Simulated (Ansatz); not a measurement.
# AlHO2 (triplet): wave-function methods side by side, def2-TZVPP

One table from this session's results is given with a row withheld; the runs are named, their logs left out.

Program: Ansatz 0.2.0, Gaussian basis. Level of theory: def2-TZVPP, core rule «outside noble gas», up to 7 orbitals frozen. These are calculated values, not measurements.

To be run: UHF; ROHF; CCSD(T) on UHF.

2 further runs of the same task are left out: 2 set aside as unsound or not needed.

## The geometry

The geometry is a PBE0/def2-TZVP stationary point (not a proven minimum).

4 atoms, charge 0, spin multiplicity 3.

Atoms are counted from 1 here; the program's logs count them from 0.

Bond lengths: O1–Al2 1.733 Å, Al2–O3 1.733 Å, Al2–H4 1.570 Å. Angles: O1–Al2–O3 118.9°, O1–Al2–H4 120.6°, O3–Al2–H4 120.6°.

Set-up of the first run:

in.yaml reads:

```yaml
crystal:
  periodic: [false, false, false]
  atoms:
    - {symbol: O, position_ang: [0.000000, -0.437572, 1.491900]}
    - {symbol: Al, position_ang: [0.000000, 0.443728, 0.000000]}
    - {symbol: O, position_ang: [0.000000, -0.437572, -1.491900]}
    - {symbol: H, position_ang: [0.000000, 2.013330, 0.000000]}
basis:
  gaussian: {orbitals: def2-TZVPP}
magnetization: {spin_polarized: true, initial_magnetization: 2}
hamiltonian: {xc: hf}
output: {orbitals: {seedname: orbitals}}
```

Started as:

```bash
$ ansatz run in.yaml --threads 1 --pin off --events-out ev --progress --plain --max-ram 3968MiB --backend cpu
```

Among the steps run: UHF; ROHF; CCSD(T) on UHF.

One of the session's tables, all rows but one given; the rest of the session is left out.

```
  method  from UCCSD(T) (meV)
    ROHF             +13485.5
     UHF                    ?
    UMP2              +1233.3
   UCCSD               +379.1
UCCSD(T)                    0
```

Q: Estimate the row for UHF from the others.

The run gave: from UCCSD(T) (meV): +13233.5. In the column «from UCCSD(T) (meV)» it lies between UMP2 (+1233.3) and ROHF (+13485.5).

With the free atoms at the same levels and basis (separate runs), the atomisation energy is 10.863 eV at UCCSD(T), 8.007 eV at ROHF.
